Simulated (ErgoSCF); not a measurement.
**CH3P (phosphethene) at 5 levels**

Wanted: a comparison of 5 runs (HF/STO-3G, HF/3-21G, HF/def2-SVP, PBE0/def2-SVP, CAM-B3LYP/6-311+G**) of CH3P (phosphethene). 

Program for the calculation: ErgoSCF 3.8.

### 1 The system as given

CH3P has 5 atoms, charge 0, and is taken as a singlet. As SMILES, `C=P`. The shape is that of a GFN2-xTB optimisation.

Bond lengths: C1–P2 1.663 Å, C1–H3 1.078 Å, C1–H4 1.077 Å, P2–H5 1.408 Å. Angles: C1–P2–H5 97.7°, P2–C1–H3 119.7°, P2–C1–H4 124.4°, H3–C1–H4 115.8°.

### 2 A single-point energy at HF/STO-3G (run 1)

File geom.xyz:

```xyz
5
CH3P
C     -0.215490    -0.492820     0.091040
P      0.745240     0.776720     0.571430
H     -0.319450    -1.355480     0.729180
H     -0.760850    -0.526780    -0.836820
H      0.550550     1.598360    -0.554830
```

File ergo.in:

```
set_nthreads(1)
molecule "geom.xyz"
tmpdir = "."
scf.output_mulliken_pop = 1
basis = "STO-3G"
scf.max_number_of_iterations = 120
scf.use_diagonalization = 1
run "HF"
```

The basis set STO-3G is read from a file made from the Basis Set Exchange's data (not shown).

The run is started by

```
$ ergo ergo.in
```

The log of the run:

```text
[...]
INSC SCF_general constructor, number of basis functions: 17
[...]
INSC Energy   1 =       -319.60055923607
[...]
INDE E_LUMO =          0.23904367984
[...]
INSC Energy  11 =       -375.98591758328  ( diff     -0.000000000002672 )
[...]
RESC CONVERGED after  11 iterations.
RESC FINAL ENERGY:       -375.98591758328
[...]
INSC SCF: dipole_moment_x [atomic units] =      -0.06291692
INSC SCF: dipole_moment_y [atomic units] =       0.01623580
INSC SCF: dipole_moment_z [atomic units] =      -0.12646843
[...]
```

It took 1.4 s on 1 thread of Arm Neoverse N1, shared host.

### 3 The energy at HF/3-21G (run 2)

File run.inp:

```
set_nthreads(1)
molecule_inline
C     -0.40721708    -0.93129483     0.17204067
P      1.40829950     1.46778808     1.07984620
H     -0.60367301    -2.56148597     1.37795050
H     -1.43779812    -0.99546993    -1.58136062
H      1.04038872     3.02046265    -1.04847675
EOF
scf.max_number_of_iterations = 120
scf.use_diagonalization = 1
tmpdir = "."
basis = "3-21G"
scf.output_mulliken_pop = 1
run "HF"
```

The basis set 3-21G is read from a file made from the Basis Set Exchange's data (not shown).

The run is started by

```
$ ergo < run.inp
```

The log of the run:

```text
[...]
INSC SCF_general constructor, number of basis functions: 28
[...]
INSC Energy   1 =       -231.86883173360
[...]
INDE E_LUMO =          0.07441916965
[...]
INSC Energy  17 =       -378.34046454595  ( diff     -0.000000000002046 )
[...]
RESC CONVERGED after  17 iterations.
RESC FINAL ENERGY:       -378.34046454595
[...]
INSC SCF: dipole_moment_x [atomic units] =      -0.34874087
INSC SCF: dipole_moment_y [atomic units] =      -0.24858065
INSC SCF: dipole_moment_z [atomic units] =      -0.37743267
[...]
```

Run time: 1.9 s. Hardware: 1 thread of Arm Neoverse N1, shared host.

Runs 3 to 4 aren't shown in full; the table further down has their settings and results.

### 4 The energy at CAM-B3LYP/6-311+G(d,p) (run 5)

File run.inp:

```
set_nthreads("env")
molecule_inline
C   -0.40721708  -0.93129483   0.17204067
P    1.40829950   1.46778808   1.07984620
H   -0.60367301  -2.56148597   1.37795050
H   -1.43779812  -0.99546993  -1.58136062
H    1.04038872   3.02046265  -1.04847675
EOF
XC.sparse_mode = 0
scf.use_diagonalization = 1
XC.radint = 1e-11
XC.angint = 41
scf.output_mulliken_pop = 1
tmpdir = "."
scf.max_number_of_iterations = 120
basis = "6-311+G**"
run "Camb3lyp"
```

The basis set 6-311+G** is read from a file made from the Basis Set Exchange's data (not shown).

The run is started by

```
$ ergo run.inp
```

The log of the run:

```text
[...]
INSC SCF_general constructor, number of basis functions: 70
[...]
INSC Energy   1 =       -171.87234227592
[...]
INDE E_LUMO =         -0.02784611626
[...]
INSC Energy  17 =       -381.21763619235  ( diff     -0.000000000001307 )
[...]
RESC CONVERGED after  17 iterations.
RESC FINAL ENERGY:       -381.21763619235
[...]
INSC SCF: dipole_moment_x [atomic units] =      -0.22293615
INSC SCF: dipole_moment_y [atomic units] =      -0.11582705
INSC SCF: dipole_moment_z [atomic units] =      -0.28249795
[...]
```

Wall time 27 s (1 thread of Arm Neoverse N1, shared host).

### 5 All runs side by side

```csv
run,level,integration grid,radint,energy (Eh),dipole moment (D),wall time
1,HF/STO-3G,–,–,-375.985918,0.36,1.4 s
2,HF/3-21G,–,–,-378.340465,1.45,1.9 s
3,HF/def2-SVP,–,–,-380.170835,1.08,8.1 s
4,PBE0/def2-SVP,Turbo,1e-11,-380.898214,1.04,23 s
5,CAM-B3LYP/6-311+G**,Turbo,1e-11,-381.217636,0.96,27 s
```

### 6 Outcome

| quantity | value |
| --- | --- |
| run 5: total energy | -381.21764 Eh |
| run 5: dipole moment | 0.96 D |

What this shows: The dipole moment (its size) runs from 0.36 D (HF/STO-3G) to 1.45 D (HF/3-21G). Totals of different functionals can't be ranked against each other. In run 1 the basis is minimal, so the values are rough. All runs together took 62 s, the longest 27 s.
